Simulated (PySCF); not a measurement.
**SMILES N[C@@H]1C[C@H]1CF, C4H8FN**

Molfile (atoms numbered from 1):
```
C4H8FN
     RDKit          3D

 14 14  0  0  0  0  0  0  0  0999 V2000
    1.9990   -0.1375   -0.5248 N   0  0  0  0  0  0  0  0  0  0  0  0
    0.5884   -0.3895   -0.5041 C   0  0  2  0  0  0  0  0  0  0  0  0
   -0.3066    0.6835   -1.0492 C   0  0  0  0  0  0  0  0  0  0  0  0
   -0.2349    0.4506    0.4326 C   0  0  1  0  0  0  0  0  0  0  0  0
   -1.4105   -0.1538    1.1480 C   0  0  0  0  0  0  0  0  0  0  0  0
   -0.9967   -0.8460    2.2664 F   0  0  0  0  0  0  0  0  0  0  0  0
    2.4638   -0.6302    0.2303 H   0  0  0  0  0  0  0  0  0  0  0  0
    2.4092   -0.4386   -1.4022 H   0  0  0  0  0  0  0  0  0  0  0  0
    0.2584   -1.4212   -0.6485 H   0  0  0  0  0  0  0  0  0  0  0  0
   -1.2049    0.3912   -1.5713 H   0  0  0  0  0  0  0  0  0  0  0  0
    0.1676    1.5718   -1.4338 H   0  0  0  0  0  0  0  0  0  0  0  0
    0.3121    1.1795    1.0157 H   0  0  0  0  0  0  0  0  0  0  0  0
   -1.9393   -0.8744    0.5154 H   0  0  0  0  0  0  0  0  0  0  0  0
   -2.1063    0.6143    1.5034 H   0  0  0  0  0  0  0  0  0  0  0  0
  1  2  1  0
  2  3  1  0
  3  4  1  0
  4  5  1  0
  5  6  1  0
  4  2  1  0
  1  7  1  0
  1  8  1  0
  2  9  1  6
  3 10  1  0
  3 11  1  0
  4 12  1  1
  5 13  1  0
  5 14  1  0
M  END
```

Computed, not measured: TDDFT wB97X-D/def2-SVPD circular dichroism and optical rotation, one conformer, gas phase in PySCF. Geometry: GFN2-xTB.

The molecule is flexible and this is one conformer; a measurement averages over conformers. States above about 9.1 eV (minus the energy of the highest occupied orbital) lie near or above the ionisation threshold and depend on the basis.

(1) Draw the ECD and absorption spectra from the lowest 16 states, each a Gaussian of half-width 0.35 eV at 1/e height.

Answers

(1) 
```tsv
E (eV)	λ (nm)	Δε (L mol⁻¹ cm⁻¹)	ε (L mol⁻¹ cm⁻¹)
6.43	193	+0.37	93.9
6.58	188	+1.05	266
6.73	184	+2.05	521
6.88	180	+2.78	709
7.03	176	+2.60	670
7.18	173	+1.55	460
7.33	169	+0.01	340
7.48	166	-2.35	611
7.63	162	-5.80	1490
7.78	159	-8.36	2800
7.93	156	-6.12	3790
8.08	153	+1.82	3740
8.23	151	+10.54	2850
8.38	148	+13.93	2000
8.53	145	+9.99	1950
8.68	143	+0.91	2740
8.83	140	-8.88	3680
8.98	138	-14.01	4010
9.13	136	-12.80	3740
9.28	134	-10.64	3470
9.43	131	-11.79	3480
9.58	129	-11.11	3430
```
Δε uses R in velocity form, ε uses f in length form. Only the states computed contribute, so the short-wavelength end is incomplete.
